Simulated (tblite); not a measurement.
Compound: CH2PH, CH3P.
SMILES: `P=C`

Computed with GFN2-xTB (tblite): harmonic, unscaled wavenumbers at the GFN2-xTB geometry, gas phase. Against measured fundamentals such values can be off by several per cent, at times by over 20. Modes of hydrogen on phosphorus can be 10 to 20 % off.

Harmonic wavenumbers (cm⁻¹): 746.4, 777.6, 826.6, 999.3, 1105.6, 1407.7, 2201.9, 3079.6, 3108.0.

A = 141951, B = 16558, C = 14828 MHz; mass 45.997 u (most abundant isotopes); point group Cs, symmetry number 1.

Problem. What is the zero-point energy?

Solution. Half the sum of the wavenumbers: 7126 cm⁻¹ = 85.25 kJ/mol.

Problem. Give the ideal-gas entropy at 500 K and 1 bar in the rigid-rotor, harmonic-oscillator model (classical rotation).

Solution. Translation 167.35, rotation 89.13, vibration 13.67: S = 270.1 J/(mol K).

Problem. And Cp and H(500 K) − H(0)?

Solution. Cp = 61.25 J/(mol K), of which vibrations give 27.99 (their classical limit is 9 R = 74.8); H(500 K) − H(0) = 21.57 kJ/mol without the zero-point energy, 4.94 from vibrations.

Problem. What must be added to the electronic energy to get the Gibbs energy at 500 K and 1 bar?

Solution. ZPE + [H(500 K) − H(0)] − T·S = 85.25 + 21.57 − 135.07 = -28.25 kJ/mol.

Problem. How do the functions run with temperature in this model?

Solution. 
| T (K) | S (J/(mol K)) | Cp (J/(mol K)) | H − H(0) (kJ/mol) | G − H(0) (kJ/mol) | ln q(vib) |
| --- | --- | --- | --- | --- | --- |
| 100 | 203.0 | 33.3 | 3.33 | -16.97 | 0.00 |
| 200 | 226.7 | 36.7 | 6.77 | -38.57 | 0.01 |
| 300 | 243.1 | 45.1 | 10.84 | -62.09 | 0.09 |
| 800 | 302.5 | 76.5 | 42.43 | -199.60 | 1.28 |
| 1000 | 320.4 | 83.2 | 58.43 | -261.94 | 1.88 |

q(vib) and H(0) count from the zero-point level.

Problem. Which modes carry the vibrational entropy at 500 K?

Solution. 746.4 cm⁻¹: 3.39; 777.6 cm⁻¹: 3.16; 826.6 cm⁻¹: 2.83; 999.3 cm⁻¹: 1.91; 1105.6 cm⁻¹: 1.50; 1407.7 cm⁻¹: 0.74 J/(mol K); the other 3 give 0.13 together.
